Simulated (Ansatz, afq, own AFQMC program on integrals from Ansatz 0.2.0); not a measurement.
**BHO, singlet in cc-pVDZ, levels against CCSDT(Q)**

```xyz
3

B     0.0000    0.0000    1.0139
O     0.0000    0.0000   -0.0928
H     0.0000    0.0000   -0.9212
```

Connectivity, by distances: B–OH.

Basis cc-pVDZ. Noble-gas cores (and the filled d shells of Ga–Kr and In–Xe) are frozen. AFQMC by an in-house program on the Cholesky factors that Ansatz 0.2.0 writes for its CCSD(T) run. ph-AFQMC/CISD is guided by a CISD state made of CCSD amplitudes; releasing the constraint for a short imaginary time cuts its bias at the price of noise, slowly where states lie close. Free projection: walkers drawn from exp(T), propagated without any constraint. Its projection time is finite, and what remains of the start isn't in its error. ± is one standard error of the sampling.

Determinant: RHF, the one that the program's search chose, which needn't be the lowest solution. The geometry is a point of a scan.

No full CI on the walks' own integrals is used here; CCSDT(Q) serves as the reference and is uncertain by about the last step of the cluster series.

The T1 diagnostic is 0.0125 and the weight of the determinant in the CISD state is 0.909. The size of the correlated space is 10 electrons in 31 orbitals.

```tsv
level	correlation energy (eV)
MP2	-6.5032
CCSD	-6.9960
CCSD(T)	-7.1577
```

Problem. Estimate where AFQMC with the constraint released lies against CCSD(T) on the same integrals.

Solution. 2.2 ± 1.3 kJ/mol below CCSD(T). The gap is under twice the noise, so this walk alone can't tell the two apart.

Reference: CCSDT(Q), correlation energy -7.183 eV. The released energy is read at 2.40 1/Eh (meV from the phaseless value at times in 1/Eh: 1 ± 9 at 0.24, 13 ± 12 at 0.51, 4 ± 13 at 0.99, -19 ± 18 at 1.62, -2 ± 13 at 2.40).

```csv
level,E − E(reference) (kJ/mol),share of correlation (%)
CCSD(T),2.4,99.65
CCSDT,1.4,99.80
ph-AFQMC/HF,6.3 ± 4.1,99.09
ph-AFQMC/CISD,0.4 ± 0.9,99.94
released AFQMC,0.2 ± 1.3,99.97
free AFQMC,-0.4 ± 1.1,100.06
```

Free projections are given only where their last times agree within the noise and don't stop above the reference; a slow remainder of the start can still hide under it. A walk keeps the symmetry of its determinant, which the program's search chose and which needn't be the lowest solution, so a lower state of the same spin and another symmetry isn't excluded. Released energies are given only where the last usable release times agree within the noise; a slower fall can still hide under it.
